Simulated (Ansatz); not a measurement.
**Structure optimisation: tungsten, bcc**

Method: DFT, BLYP, plane waves (420 eV) with PAW, scalar-relativistic in Ansatz. (PAW data from PBE, frozen cores regenerated.)

k-point mesh 14×14×14, Fermi-Dirac smearing 0.1 eV, no spin polarisation. Cell and atoms relax.

Starting structure:

```xyz
1
Lattice="-1.5823 1.5823 1.5823 1.5823 -1.5823 1.5823 1.5823 1.5823 -1.5823" Properties=species:S:1:pos:R:3 pbc="T T T"
W     0.0000    0.0000    0.0000
```

**Question.** The pressure at the start is 15.9 GPa. By how much does the volume change?

**Answer.** From 15.85 to 16.69 Å³ per atom, 5.3 %. The final cell has a = 3.220 Å.

**Question.** How much energy does the relaxation gain?

**Answer.** 40.2 meV per atom.

Path of the relaxation (the plane waves are chosen anew near the end, which can shift the energy a little):

```csv
step,E − E(final) (meV/atom),V (Å³/atom),P (GPa),max force (eV/Å)
0,40.23,15.847,15.93,0.000
1,1.20,16.829,-2.16,0.000
2,0.25,16.694,0.01,0.000
3,0.00,16.694,0.01,0.000
```
